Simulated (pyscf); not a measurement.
This saddle point was located with ωB97X-D3(BJ)/def2-SVP in PySCF.

```xyz
7

C      0.3665    -1.0796     0.2060
In    -0.0836     0.9173     0.8442
H      0.5669    -1.7029     1.0893
H     -0.4776    -1.4928    -0.3606
H      1.2683    -1.0620    -0.4225
H      1.6499     1.3234     1.8124
H      0.5543     2.2441     1.6985
```
Charge 0, spin multiplicity 1.

Surface: singlet, charge 0. Lowest wavenumbers (cm⁻¹): 1445i, 123, 334, 521, 529.

### Question
Which two sides does it connect, and which bonds change?

### Answer
`[CH3][InH2]` ⇌ `[CH3][In]` [singlet] + `[H][H]`, a 1,1-elimination read from left to right: H–In, H–In broken and H–H formed. At ωB97M-D3(BJ)/def2-TZVP it lies +239.5 kJ/mol from the left side and +228.9 kJ/mol from the right (each side as separated species at their lowest minima found). This is the saddle that the search found; another between the same sides may lie lower. Elements past Kr carry the def2 core potentials, without spin-orbit coupling.
